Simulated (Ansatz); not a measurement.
# Si₂+ (quartet): the correlation ladder at distance Si1–Si2 = 2.555 Å, cc-pVDZ

How much of the correlation energy of Si₂+ (quartet) does each wave-function method recover here?

Method: cc-pVDZ, core rule «outside noble gas», up to 10 orbitals frozen; program: Ansatz 0.2.0, Gaussian basis.

To be run: UHF; CCSD(T) on ROHF; CCSD(T) on UHF; BCCD(T) on ROHF; CISD; CCSDT(Q) on ROHF; CCSDT(Q) on UHF; CISDTQ; CASSCF and MRCISD+Q, 5 electrons in 5 orbitals; CASSCF and NEVPT2, 5 electrons in 5 orbitals; CASSCF and MRCISD+Q, 7 electrons in 8 orbitals; CASSCF and NEVPT2, 7 electrons in 8 orbitals; Full CI.

22 further runs of the same task are left out: 17 that didn't finish, 5 set aside as unsound or not needed.

## (1) What is computed

The geometry derives from a PBE0/def2-TZVP stationary point (not a proven minimum). One bond is set to the value named and the two fragments are kept rigid.

2 atoms, charge 1, spin multiplicity 4.

Atoms are counted from 1 here; the program's logs count them from 0.

No contacts short enough for the rule that draws bonds.

Coordinates:

```xyz
2
charge 1, multiplicity 4
Si    0.00000    0.00000    0.00000
Si    0.00000    0.00000    2.55500
```

## (2) UHF

Input file in.yaml:

```yaml
crystal:
  periodic: [false, false, false]
  atoms:
    - {symbol: Si, position_ang: [0.000000, 0.000000, 0.000000]}
    - {symbol: Si, position_ang: [0.000000, 0.000000, 2.555000]}
basis:
  gaussian: {orbitals: cc-pVDZ}
total_charge: 1
magnetization: {spin_polarized: true, initial_magnetization: 3}
hamiltonian: {xc: hf}
output: {orbitals: {seedname: orbitals}}
```

Started as:

```sh
$ ansatz run in.yaml --threads 1 --pin off --events-out ev --progress --plain --max-ram 2393MiB
```

After this run come: CCSD(T) on ROHF; CCSD(T) on UHF; BCCD(T) on ROHF; CISD; CCSDT(Q) on ROHF; CCSDT(Q) on UHF; CISDTQ; CASSCF and MRCISD+Q, 5 electrons in 5 orbitals; CASSCF and NEVPT2, 5 electrons in 5 orbitals; CASSCF and MRCISD+Q, 7 electrons in 8 orbitals; CASSCF and NEVPT2, 7 electrons in 8 orbitals; Full CI.

**Question.** What will the summary of the whole plan be? Wanted: FCI below the RHF energy; RMP2 from FCI; UMP2 from FCI; RCCSD from FCI; RCCSD(T) from FCI; UCCSD(T) from FCI; RCCSDT(Q) from FCI; UCCSDT(Q) from FCI; NEVPT2 pair from FCI.

**Answer**, as computed:

| quantity | value |
| --- | --- |
| FCI below the RHF energy | -4.4015 eV |
| RMP2 from FCI | +26.90 kcal/mol |
| UMP2 from FCI | +27.80 kcal/mol |
| RCCSD from FCI | +7.81 kcal/mol |
| RCCSD(T) from FCI | +2.11 kcal/mol |
| UCCSD(T) from FCI | +2.07 kcal/mol |
| RCCSDT(Q) from FCI | +0.11 kcal/mol |
| UCCSDT(Q) from FCI | +0.09 kcal/mol |
| NEVPT2 pair from FCI | +29.52 kcal/mol |
| MRCISD+Q pair from FCI | +2.90 kcal/mol |
| NEVPT2 valence from FCI | +13.51 kcal/mol |
| levels within 1 kcal/mol (43 meV) | RCCSDT, UCCSDT, CISDTQ, RCCSDT(Q), UCCSDT(Q), MRCISD+Q valence |
| T1 diagnostic | 0.024 |
| effectively unpaired electrons | 3.12 |

**Reading.** RCCSD(T) lands +2.11 kcal/mol from the yardstick (2.1 % of the correlation energy). MRCISD+Q valence falls below full CI: the +Q correction isn't variational, and the cores differ from full CI's. One determinant dominates. Of the multireference levels listed MRCISD+Q valence comes nearest in total energy (-0.52 kcal/mol), which doesn't show that its space is the better one. Coupled cluster took another determinant than the lowest Hartree-Fock one. These misses are within one basis, not against nature; the frozen cores of restricted and unrestricted runs differ, which can shift their rows.
